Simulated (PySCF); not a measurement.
The group X on vinyl-X is varied. All species are isolated molecules in the gas phase. One relaxed conformer stands for each flexible species; it need not be the lowest. Strings in code marks are SMILES.

The four lowest singlet excitations (Tamm–Dancoff). The numbers are results of PySCF with TPSSh-D3(BJ)/def2-TZVP // B3LYP-D3(BJ)/def2-TZVP, not measurements. Excitations are Tamm–Dancoff values on a coarser integration grid. The basis has no diffuse functions, so Rydberg states are missing or too high.

```tsv
state	energy (eV)	wavelength (nm)	oscillator strength
S1	6.80	182	0.000
S2	6.92	179	0.000
S3	7.05	176	0.295
S4	8.01	155	0.002
```

Task: Say which member gives these states.
A. `C=CC=S` (C–C–C–S torsion 180°)
B. `C=COC` (C–C–O–C torsion 178°)
C. `C=CCl`
D. `C=CNC` (C–C–N–C torsion 151°)

Result: C, `C=CCl`
